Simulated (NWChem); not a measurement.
System meant: DMSO (C$_{2}$H$_{6}$OS); SMILES CS(C)=O

Here is an NWChem input.

```
start job
memory heap 200 mb stack 900 mb global 1100 mb
geometry units angstroms noautoz
  C      0.821751     1.355139     0.192035
  S     -0.208845     0.000494    -0.442998
  C      0.815102    -1.359108     0.192193
  O     -1.460187     0.003604     0.385430
  H      0.284641     2.283002    -0.046643
  H      1.809545     1.356207    -0.291297
  H      0.904558     1.247703     1.283356
  H      0.898395    -1.251962     1.283505
  H      0.273472    -2.284361    -0.046403
  H      1.802895    -1.365054    -0.291107
end
basis spherical
  * library def2-svp
end
dft
  xc xpbe96 cpbe96
  iterations 4
  mulliken
end
task dft energy
```

End of the output:

```
    Atom       Charge   Shell Charges
 -----------   ------   -------------------------------------------------------
    1 C    6     6.19   1.96  0.62  0.34  1.89  1.32  0.06
    2 S   16    15.24   2.00  1.95  0.92  0.54  5.80  1.81  1.79  0.43
    3 C    6     6.19   1.96  0.62  0.34  1.89  1.32  0.06
    4 O    8     8.57   1.98  1.00  0.76  2.69  2.13  0.03
    5 H    1     0.97   0.63  0.27  0.07
    6 H    1     0.97   0.63  0.27  0.07
    7 H    1     0.97   0.63  0.27  0.07
    8 H    1     0.97   0.63  0.27  0.07
    9 H    1     0.97   0.63  0.27  0.07
   10 H    1     0.97   0.63  0.27  0.07

 center of mass
 --------------
 x =  -0.13948362 y =  -0.04786043 z =   0.00000000

 moments of inertia (a.u.)
 ------------------
         266.304394050863          -0.000000008134           0.000000000000
          -0.000000008134         433.248143034239           0.000000000000
           0.000000000000           0.000000000000         259.630100566116

     Multipole analysis of the density
     ---------------------------------

     L   x y z        total         alpha         beta         nuclear
     -   - - -        -----         -----         ----         -------
     0   0 0 0     -0.000000    -21.000000    -21.000000     42.000000

     1   1 0 0      1.414492      0.707246      0.707246     -0.000000
     1   0 1 0     -0.159543     -0.079772     -0.079772      0.000000
     1   0 0 1     -0.000000     -0.000000     -0.000000      0.000000

     2   2 0 0    -26.875875    -74.263380    -74.263380    121.650885
     2   1 1 0      0.973500     -0.780039     -0.780039      2.533577
     2   1 0 1     -0.000000     -0.000000     -0.000000      0.000000
     2   0 2 0    -24.378814    -26.934076    -26.934076     29.489338
     2   0 1 1     -0.000000     -0.000000     -0.000000      0.000000
     2   0 0 2    -21.584563    -81.068759    -81.068759    140.552956

 ------------------------------------------------------------------------
 dft energy failed                                                                                  0
 ------------------------------------------------------------------------
 ------------------------------------------------------------------------
  current input line :
    23: task dft energy
 ------------------------------------------------------------------------
 ------------------------------------------------------------------------
 This type of error is most commonly associated with calculations not reaching convergence criteria
 ------------------------------------------------------------------------
 For more information see the NWChem manual at https://nwchemgit.github.io

0:dft energy failed:Received an Error in Communication
```

Task: What is wrong, and how is it mended?

Result: The run did not converge; its last values are not results. Cause: the SCF was allowed too few iterations. This input runs:
```
start job
memory heap 200 mb stack 900 mb global 1100 mb
geometry units angstroms noautoz
  C      0.821751     1.355139     0.192035
  S     -0.208845     0.000494    -0.442998
  C      0.815102    -1.359108     0.192193
  O     -1.460187     0.003604     0.385430
  H      0.284641     2.283002    -0.046643
  H      1.809545     1.356207    -0.291297
  H      0.904558     1.247703     1.283356
  H      0.898395    -1.251962     1.283505
  H      0.273472    -2.284361    -0.046403
  H      1.802895    -1.365054    -0.291107
end
basis spherical
  * library def2-svp
end
dft
  xc xpbe96 cpbe96
  iterations 150
  mulliken
end
task dft energy
```
It converges to -552.58009 Ha (PBE/def2-SVP).
